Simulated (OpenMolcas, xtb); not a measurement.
# C2H6Si (SMILES C[Si]C): the electronic atomisation energy, rung by rung

The species is C2H6Si (9 atoms), meant as a singlet with charge 0. SMILES: `C[Si]C`. The coordinates come from a PBE0-D4/def2-TZVP relaxation.

Each level gives the electronic atomisation energy (eV). The values are calculated. Electronic energies at fixed atoms, without zero-point motion or spin-orbit coupling.

| level | kind | program | value (eV) |
| --- | --- | --- | --- |
| GFN0-xTB | semi-empirical | xtb | 33.72 |
| HF/6-311+G** | Hartree–Fock | OpenMolcas | 24.74 |
| SVWN5/6-311+G** | LDA | OpenMolcas | 36.93 |
| revPBE/6-311+G** | GGA | OpenMolcas | 32.15 |
| M06-L/6-311+G** | meta-GGA | OpenMolcas | 32.82 |
| TPSS/6-311+G** | meta-GGA | OpenMolcas | 33.06 |
| B3LYP/6-311+G** | global hybrid | OpenMolcas | 32.69 |
| M06-2X/6-311+G** | hybrid meta-GGA | OpenMolcas | 32.91 |

The values span 24.74 to 36.93 eV. The xTB rows lack spin polarisation, so open shells miss the exchange term that lowers them.
